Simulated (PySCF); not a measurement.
**Structure elucidation problem**

An unknown has the formula C₅H₁₂O. Its calculated NMR data are:

¹H NMR (600 MHz, computed): δ 3.34 (s, 3H), 2.82 (d, J = 6.8 Hz, 2H), 1.60 (nonet, J = 7.3 Hz, 1H), 0.89 (d, J = 7.4 Hz, 6H).

¹³C{¹H} NMR (computed): δ 83.5 (CH2), 60.5 (CH3), 32.9 (CH), 21.3 (CH3).

Method: GIAO B3LYP/pcSseg-1 shieldings, spin–spin couplings from B3LYP/pcJ-1 (without the spin–dipole term), PBE0-D3(BJ)/def2-SVP structure, in PySCF 2.14.0 with density-fitted response routines (one averaged value for each set of equivalent atoms, one computed conformer, non-relativistic, no solvent model).

δ = σ(ref) − σ, references computed at the same level: ¹H and ¹³C vs TMS.

**Question.** Deduce the structure.

**Answer.** 
The formula gives 0 degrees of unsaturation. 4 carbon signals for 5 carbons: some carbons are equivalent by symmetry or fast rotation. Carbon types of the structure: 1 × CH, 1 × CH2, 3 × CH3, which accounts for all hydrogens. δC 83.5: sp3 CH2 bonded to O; deshielded by the electronegative neighbour. δC 60.5: methyl carbon bonded to O; the inductive effect lowers its shielding. δC 32.9: sp3 CH; saturated and bonded to C and H only. δC 21.3: methyl carbon; saturated and bonded to C and H only. δH 3.34: hydrogen on a methyl carbon bonded to O; its carbon carries O, hence the downfield position. δH 2.82: hydrogen on an sp3 CH2 bonded to O; its carbon carries O, which withdraws density. δH 0.89: hydrogen on a methyl carbon; far from electronegative atoms and π systems. The protons at 1.60 and 0.89 share a coupling of 7.4 Hz (vicinal). The protons at 2.82 and 1.60 share a coupling of 6.8 Hz (vicinal).

Structure: i-BuOMe (CC(COC)C).

The shifts were computed for this structure.

Splittings below 1 Hz are ignored in the labels, and close J values are merged. Unscaled 3J(H,H) at this level run about 10 % above measured values. Shifts are as computed. Against solution values, carbons near 30 ppm lie about +2 ppm off and those near 130 ppm about +6 ppm. Of 1211 compounds with measured shifts, 218 miss one by over three times the rms of a fit or turn the order of signals round; such compounds aren't used in these exercises. Chain 3J(H,H) values assume equally populated staggered rotamers: (2 J gauche + J anti)/3.
